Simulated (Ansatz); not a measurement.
# SiO2 (triplet): the correlation ladder, cc-pVTZ

How much of the correlation energy of SiO2 (triplet) does each wave-function method recover here?

Method: cc-pVTZ, core rule «outside noble gas», up to 7 orbitals frozen; program: Ansatz 0.2.0, Gaussian basis.

The runs, in order: UHF; CCSD(T) on ROHF; CCSD(T) on UHF; BCCD(T) on ROHF; CCSDT(Q) on ROHF; CCSDT(Q) on UHF.

10 further runs of the same task are left out: 4 for a known fault of the program, 6 set aside as unsound or not needed.

## Step 1: The system

The geometry is a PBE0/def2-TZVP stationary point (not a proven minimum).

3 atoms, charge 0, spin multiplicity 3.

Atoms are counted from 1 here; the program's logs count them from 0.

Bond lengths: O1–O2 1.343 Å, O2–Si3 1.710 Å. Angles: O1–O2–Si3 113.5°.

## Step 2: UHF

The input, in.yaml:

```yaml
crystal:
  periodic: [false, false, false]
  atoms:
    - {symbol: O, position_ang: [0.000000, -0.345870, 1.455845]}
    - {symbol: O, position_ang: [0.000000, 0.564635, 0.468388]}
    - {symbol: Si, position_ang: [0.000000, -0.124623, -1.096174]}
basis:
  gaussian: {orbitals: cc-pVTZ}
magnetization: {spin_polarized: true, initial_magnetization: 2}
hamiltonian: {xc: hf}
output: {orbitals: {seedname: orbitals}}
```

Launch:

```bash
ansatz run in.yaml --threads 1 --pin off --events-out ev --progress --plain --max-ram 2816MiB --backend cpu
```

After this run come: CCSD(T) on ROHF; CCSD(T) on UHF; BCCD(T) on ROHF; CCSDT(Q) on ROHF; CCSDT(Q) on UHF.

Q: Predict the results of all the runs planned. Wanted: UCCSDT(Q) below the RHF energy; RMP2 from UCCSDT(Q); UMP2 from UCCSDT(Q); RCCSD from UCCSDT(Q); RCCSD(T) from UCCSDT(Q); UCCSD(T) from UCCSDT(Q); RCCSDT(Q) from UCCSDT(Q); T1 diagnostic.

As calculated:

| quantity | value |
| --- | --- |
| UCCSDT(Q) below the RHF energy | -15.3467 eV |
| RMP2 from UCCSDT(Q) | +1338.2 meV |
| UMP2 from UCCSDT(Q) | +1399.8 meV |
| RCCSD from UCCSDT(Q) | +695.7 meV |
| RCCSD(T) from UCCSDT(Q) | +75.3 meV |
| UCCSD(T) from UCCSDT(Q) | +76.1 meV |
| RCCSDT(Q) from UCCSDT(Q) | +8.6 meV |
| levels within 1 kcal/mol (43 meV) | RCCSDT(Q) |
| T1 diagnostic | 0.035 |

RCCSD(T) misses by +75.3 meV, 0.5 % of the correlation energy. These misses are within one basis, not against nature; the frozen cores of restricted and unrestricted runs differ, which can shift their rows.
